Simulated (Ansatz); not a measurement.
Rhombohedral A7 Bi was calculated with PBEsol (Ansatz, a program for electronic structure, PAW).

Settings: plane-wave cutoff 520 eV, 16×16×16 k mesh, Fermi–Dirac smearing 0.05 eV, scalar-relativistic PAW data made under PBE.

Computed at the level's own relaxed cell.

Give the computed equilibrium volume per atom, bulk modulus B0, equilibrium lattice constant a and c axis length.


* **equilibrium volume per atom**: 34.43 Å³/atom
* **bulk modulus B0**: 36.9 GPa
* **equilibrium lattice constant a**: 4.525 Å
* **c axis length**: 11.649 Å

The run finds no gap.

Measured, for comparison: bulk modulus 32.1 GPa (copied from a table, unchecked, extrapolated to 0 K and zero-point effects removed; as tabulated in Lejaeghere et al. (2013), arXiv:1204.2733); lattice constant a 4.533 Å, lattice parameter c 11.796 Å (low temperature, zero-point motion not removed, hexagonal setting; as tabulated in Arnaud et al. (2016), arXiv:1602.08959). Computed (rounded) less measured: bulk modulus not scored (unchecked), lattice constant a -0.2 %, lattice parameter c -1.2 %.

Note: the cell comes from a level without a dispersion term, which matters for the spacing of layers, chains or molecules; the bulk modulus comes from volumes at which shape and atoms were relaxed.

Spin–orbit coupling is not included; it can shift volumes and moduli of such heavy elements.

Static lattice: no zero-point or thermal effects.

Computing time: around 18 core-minutes (rough).
